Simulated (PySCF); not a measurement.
**H4NF2−, an ion with solvent molecules: interaction energy**

An exercise on one series of results from a longer session: the logs are not shown, and one member is left open.

Programs: PySCF 2.14.0. All values are calculated, for the isolated system unless a continuum is named. Atoms count from 0, parts from 1.

## The system as given

7 atoms, charge -1, multiplicity 1; geometry: GFN2-xTB. Parts: 1 = atoms 0–2, `F[H-]F`, charge -1; 2 = atoms 3–6, `N`, charge 0.

Set-up of the first run:

What the job is given:

```
{"job": {"xc": "PBE0", "basis": "def2-TZVPD", "d3": "d3bj", "grid": 3, "kind": "geom", "shake": 0.01}, "charge": -1, "multiplicity": 1, "parts": [{"atoms": "0-2", "charge": -1, "multiplicity": 1}, {"atoms": "3-6", "charge": 0, "multiplicity": 1}]}
F      0.151093     0.727988    -1.299467
H     -0.330748     0.419080    -0.310784
F     -0.827887     0.113148     0.664049
N     -2.613924     2.024913    -0.950780
H     -2.658778     1.300443    -0.233631
H     -1.917128     1.709091    -1.579973
H     -2.246169     2.842711    -0.494165
```

Launch:

```sh
> OMP_NUM_THREADS=1 python cluster_run.py task.json out
```

This one command runs all jobs of the session in turn.

Among the steps run: Optimising the geometry at PBE0-D3(BJ)/def2-TZVPD; Coupled-cluster interaction energy: CCSD(T) and MP2, 2.15 Å; Coupled-cluster interaction energy: CCSD(T) and MP2, 2.25 Å; Coupled-cluster interaction energy: CCSD(T) and MP2, 2.36 Å; Coupled-cluster interaction energy: CCSD(T) and MP2, 2.04 Å; Coupled-cluster interaction energy: CCSD(T) and MP2, 2.68 Å; Coupled-cluster interaction energy: CCSD(T) and MP2, 1.93 Å; Coupled-cluster interaction energy: CCSD(T) and MP2, 3.22 Å; Coupled-cluster interaction energy: CCSD(T) and MP2, 4.29 Å.

One of the session's tables, all rows but one given; the rest of the session is left out.

It belongs to the step «Coupled-cluster interaction energy: CCSD(T) and MP2, 4.29 Å». 

| method | interaction energy (kcal/mol) |
| --- | --- |
| HF/aug-cc-pVDZ | -3.66 |
| MP2/aug-cc-pVDZ | -3.59 |
| CCSD/aug-cc-pVDZ | ? |
| CCSD(T)/aug-cc-pVDZ | -3.56 |
| HF/aug-cc-pVQZ | -3.66 |
| MP2/aug-cc-pVQZ | -3.62 |
| SCS-MP2/aug-cc-pVQZ | -3.59 |
| MP2, extrapolated | -3.63 |
| CCSD(T), limit estimate | -3.60 |

**Question.** Estimate the row for CCSD/aug-cc-pVDZ.

**Answer.** interaction energy (kcal/mol): -3.57. In the column «interaction energy (kcal/mol)» it lies between SCS-MP2/aug-cc-pVQZ (-3.59) and CCSD(T)/aug-cc-pVDZ (-3.56).
